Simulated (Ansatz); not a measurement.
Relaxed structures of CH5OSi (charge +1), closed shell (PBE0-D4/def2-TZVP; forces vanish, vibrations not checked; lower isomers may exist, and structures with a doubtful reference or unclear bonds are left out; Å). Ansatz 0.2.0; basis: def2-TZVPP; cores frozen in the correlated methods.

Q: Rank them by CCSD(T) energy, lowest first, and give each one's height above the lowest. Links in brackets join atoms within 1.22 times the sum of their covalent radii (1.1 for two metals). (To be estimated.)
A.
CH₅OSi ([CH3][OH][SiH]), total charge +1
```
8
angstrom
C -0.5596 1.1431 -0.3932
O -0.5529 -0.2788 -0.0015
Si 0.9059 -1.2386 0.4972
H -0.9171 1.2058 -1.4180
H 0.4728 1.4763 -0.3146
H -1.2005 1.6784 0.3030
H -1.4359 -0.6782 -0.0346
H -0.0173 -2.4274 0.6740
```
B.
CH₅OSi ([OH2][CH][SiH2]), total charge +1
```
8
angstrom
C -0.6390 -0.0786 -0.0670
O -0.3572 1.2953 -0.5204
Si 0.5649 -1.1614 0.4995
H 0.1309 1.3931 -1.3541
H -0.0845 1.9361 0.1562
H -1.7018 -0.2496 -0.1604
H 1.9761 -0.7425 0.5537
H 0.1256 -2.4981 0.9193
```
C.
CH₅OSi ([CH3][O][SiH2]), total charge +1
```
8
angstrom
C -0.5639 1.0619 -0.4010
O -0.4263 -0.3360 -0.0637
Si 0.6432 -1.3227 0.4808
H -0.8461 1.1062 -1.4506
H 0.3707 1.5919 -0.2231
H -1.3641 1.4586 0.2200
H 1.9990 -0.8512 0.8095
H 0.1876 -2.7087 0.6280
```

A: Computed: C (0.000 eV), A (0.808 eV), B (2.490 eV). Heights count from the lowest.

No T1 diagnostic of these runs exceeds 0.016. The restricted Hartree–Fock reference is unstable towards an unrestricted one at one or more of these structures.

For scale, one of the runs: CCSD(T)/def2-TZVPP, 174 basis functions, launched by `ansatz run in.yaml --threads 2 --pin off --events-out ev --progress --plain --max-ram 4352MiB`. Time: 58 s of wall clock on 2 CPU threads of an AMD EPYC; the host was shared. Peak host memory: 1.5 GiB.
